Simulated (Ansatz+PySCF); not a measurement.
## singlet CH4S: levels of theory in one basis

```tsv
atom	x (Å)	y (Å)	z (Å)
C	0.0000	-0.0252	-1.0566
S	0.0000	-0.0548	0.6104
H	0.0000	-0.9906	-1.3562
H	-0.8279	0.4219	-1.4268
H	0.8279	0.4219	-1.4268
H	0.0000	1.1751	0.7837
```

Basis set: def2-SVP (spherical functions). Frozen core: 6 orbitals. Charge 0, multiplicity 1.

Computed with Ansatz (development build ahead of 0.2.0); each method stands on the lowest determinant of its kind that the runs found.

```
     method  E − E(RHF) (eV)  <S²> of the determinant
        RHF             0.00                     0.00
   RHF-CCSD            -8.56                        –
RHF-CCSD(T)            -8.76                        –
```

(1) What does RHF-MP2 give on the same scale?

(2) Is a single determinant a sound starting point here?

Answers

(1) -7.65 eV.

(2) By this sign, yes. Unrestricted orbitals gain 0.00 eV and <S²> is 0.00 against 0.00 for a pure state.
